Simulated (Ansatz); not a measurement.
A made-up structure of CH₂BN, singlet:

```json
{"atom": "B1", "x (Å)": "-0.7327", "y (Å)": "0.5751", "z (Å)": "-0.7476"}
{"atom": "C2", "x (Å)": "0.6404", "y (Å)": "-1.0273", "z (Å)": "0.7952"}
{"atom": "N3", "x (Å)": "0.0301", "y (Å)": "-0.2195", "z (Å)": "0.0836"}
{"atom": "H4", "x (Å)": "-1.3585", "y (Å)": "1.2768", "z (Å)": "-1.4431"}
{"atom": "H5", "x (Å)": "1.4460", "y (Å)": "-0.5914", "z (Å)": "1.3286"}
```

It is relaxed with PBE-D4/def2-SVP and then PBE0-D4/def2-TZVP (Ansatz 0.2.0). Atoms count as bonded within 1.22 times the sum of their covalent radii (H–H: 0.88 Å). The end point is not checked to be a true minimum.

**Question.** Does its bonding change? (Judge from chemistry; the calculation decides.)

**Answer.** The calculation gives: No: no bond forms or breaks.

Where it ends: The first stage lowers the energy by 0.32 eV in 5 steps. It ends as CH₂BN ([BH][N][CH]):
```json
{"atom": "B1", "x (Å)": "-0.6873", "y (Å)": "0.5696", "z (Å)": "-0.7094"}
{"atom": "C2", "x (Å)": "0.6065", "y (Å)": "-1.0514", "z (Å)": "0.7743"}
{"atom": "N3", "x (Å)": "0.0031", "y (Å)": "-0.1785", "z (Å)": "0.0507"}
{"atom": "H4", "x (Å)": "-1.3391", "y (Å)": "1.2345", "z (Å)": "-1.4159"}
{"atom": "H5", "x (Å)": "1.4421", "y (Å)": "-0.5605", "z (Å)": "1.3171"}
```

Labels in which every atom is bracketed show which atoms are joined, not bond orders.

For scale, one of the runs: PBE0-D4/def2-TZVP relaxation, 105 basis functions, launched by `ansatz run in.yaml --threads 2 --pin off --events-out ev --progress --plain --max-ram 4352MiB`. The run took about 6 s on 2 CPU threads of an Arm Neoverse V2 (shared host).
